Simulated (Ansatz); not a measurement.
What does this script print? It uses Ansatz 0.2.0, Python API.

`ch4mgo_pa.py`
```python
'''Adding a proton to CH4MgO.'''

import ansatz as az
import numpy as np

GEOMETRY = '''
C    -0.59010    0.75960   -0.01300
O    -0.78440   -0.40260    0.66200
Mg    0.82580   -1.44560    0.17570
H    -0.50370    0.61460   -1.11790
H     0.28980    1.30790    0.29230
H    -1.51380    1.46980    0.18150
H     2.33770   -2.37170   -0.22650
'''

system = az.Crystal.molecule()
for line in GEOMETRY.strip().splitlines():
    symbol, *xyz = line.split()
    system = system.atom(symbol, [float(v) for v in xyz])

model = (
    system.calculation()
    .basis(gaussian='def2-SVP')
    .functional('PBE0', dispersion='d4')
)
symbols = [site.symbol for site in system.cartesian_sites]
start = np.array([site.position_ang for site in system.cartesian_sites], dtype=float)
report = model.relax(force_tolerance=0.01).run(threads=1).report
end = np.array(report['positions_ang'])

# put the proton on the side away from the neighbours, slightly off axis
away = sum((end[1] - end[j]) / np.linalg.norm(end[1] - end[j]) for j in [0, 2]) + np.array([0.15, 0.1, -0.2])
proton = end[1] + 1.0 * away / np.linalg.norm(away)
acid = az.Crystal.molecule()
for symbol, place in zip(symbols, end):
    acid = acid.atom(symbol, place.tolist())
acid = acid.atom('H', proton.tolist())
protonated = (
    acid.calculation()
    .basis(gaussian='def2-SVP')
    .functional('PBE0', dispersion='d4')
    .charge(1)
    .relax(force_tolerance=0.01, max_steps=80)
)
after = protonated.run(threads=1).report
xyz = np.array(after['positions_ang'])
reach = np.linalg.norm(xyz[:-1] - xyz[-1], axis=1)
print(f'base {report["free_energy_ev"]:.5f} eV, protonated {after["free_energy_ev"]:.5f} eV')
print(f'the proton ends {reach.min():.3f} A from {symbols[reach.argmin()]}{reach.argmin()}')
print(f'electronic proton affinity {(report["free_energy_ev"] - after["free_energy_ev"]):.3f} eV')
```

Running `python ch4mgo_pa.py` prints:
```text
base -8583.23972 eV, protonated -8592.66913 eV
the proton ends 0.970 A from O1
electronic proton affinity 9.429 eV
```

Caveats:
- Total energies depend on the basis set; only differences at equal settings carry meaning.
- The proton is put on one chosen atom, which needn't be the most basic site, so the molecule's proton affinity can be higher; the ends are stationary points, not checked by frequencies, and zero-point and thermal terms count only where printed.
- Finished in 23 s on 1 thread of Intel(R) Xeon(R) 6975P-C (Granite Rapids), on a shared host, peak memory 0.22 GiB.

(Lines on the test bed's own set-up are left out of the output.)
